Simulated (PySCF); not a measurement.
## Oxygen: a sound run and one with changed settings

Sound run: O [He] 2s2 2p4, O+ [He] 2s2 2p3. Calculation: PySCF 2.14, in jorge-DZP-DKH; scalar relativity by spin-free X2C-1e. The sound run starts from symmetry-adapted Hartree-Fock orbitals and uses a fine grid where one is needed.

A second run was set up differently.

| species | method | sound run (hartree) | changed run (hartree) | converged |
| --- | --- | --- | --- | --- |
| O | UHF | -74.85717 | -74.85717 | yes |
| O | B3LYP | -75.13592 | -75.11494 | yes |
| O | MN15 | -75.07266 | -75.07547 | yes |
| O+ | UHF | -74.41662 | -74.41662 | yes |
| O+ | B3LYP | -74.61964 | -74.59347 | yes |
| O+ | MN15 | -74.56557 | -74.59381 | yes |

Ionisation energy of O:

| method | sound run (eV) | changed run (eV) |
| --- | --- | --- |
| UHF | 11.988 | 11.988 |
| B3LYP | 14.049 | 14.190 |
| MN15 | 13.799 | 13.107 |

(1) What was changed?
A. basis contracted for another Hamiltonian
B. minimal basis
C. radial grid too coarse
D. a valence shell is frozen

Answers

(1) C. It used radial step 0.8 in ln r (0.13 in the sound run). A coarse radial grid mis-integrates the density and the exchange-correlation energy, with errors of either sign; Hartree-Fock needs no grid.
